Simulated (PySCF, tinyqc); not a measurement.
Starting guesses with plain Roothaan steps: SCF starting guesses in the sto-6g basis, for H2O, spin multiplicity 1. Computed by the program tinyqc with PySCF. 

Geometry (angstrom):
```
atom       x        y       z
O     0.0000   0.0000  0.0000
H     0.0000   1.1470  0.7180
H     0.0000  -1.1470  0.7180
```

lowest restricted solution found by these runs and by PySCF = -75.506888 hartree

RHF with one setting changed at a time; a run stops when the energy changes by less than 1e-09 hartree and the error matrix is below 1e-5. Starts: the lowest orbitals of the core Hamiltonian, of the Wolfsberg-Helmholz matrix (K = 1.75), projected atomic densities, random orbitals, and the highest orbitals of the core Hamiltonian (a deliberately bad start).

Largest element of the error matrix X^T (FDS - SDF) X:
```
iteration     core  Wolfsberg-Helmholz  atomic densities   random  highest core orbitals
1          3.9e-01             5.1e-01           5.7e-01  1.5e+01                3.0e-01
2          4.9e-01             2.1e-01           2.3e-01  5.4e-01                4.5e-01
3          3.0e-01             1.0e-01           9.2e-02  3.2e-01                4.5e-01
4          1.3e-01             3.9e-02           4.1e-02  1.5e-01                2.7e-01
5          6.8e-02             1.9e-02           1.6e-02  5.8e-02                1.1e-01
6          2.6e-02             6.6e-03           7.1e-03  3.1e-02                5.9e-02
8          5.6e-03             1.3e-03           1.3e-03  6.2e-03                1.2e-02
10         1.3e-03             2.5e-04           2.3e-04  2.6e-03                2.8e-03
14         1.0e-04             1.4e-05           8.4e-06  5.6e-04                1.9e-04
20               -                   -                 -  5.6e-05                6.1e-06
```

How each run ends:
```
run                    iterations  E (hartree)         state
core                           19    -75.50689  lowest found
Wolfsberg-Helmholz             15    -75.50689  lowest found
atomic densities               14    -75.50689  lowest found
random                         25    -75.50689  lowest found
highest core orbitals          20    -75.50689  lowest found
```

5 of 5 runs reach the lowest restricted solution found, in 14 to 25 iterations (fastest: atomic densities). The first errors are 4e-01, 5e-01, 6e-01, 2e+01, 3e-01; the deliberately bad start has the smallest one, so a small first error does not mark a good start. The restricted reference is unstable here: a spin-polarised solution lies 0.0202 hartree lower (PySCF), so results built on it describe a poor reference.
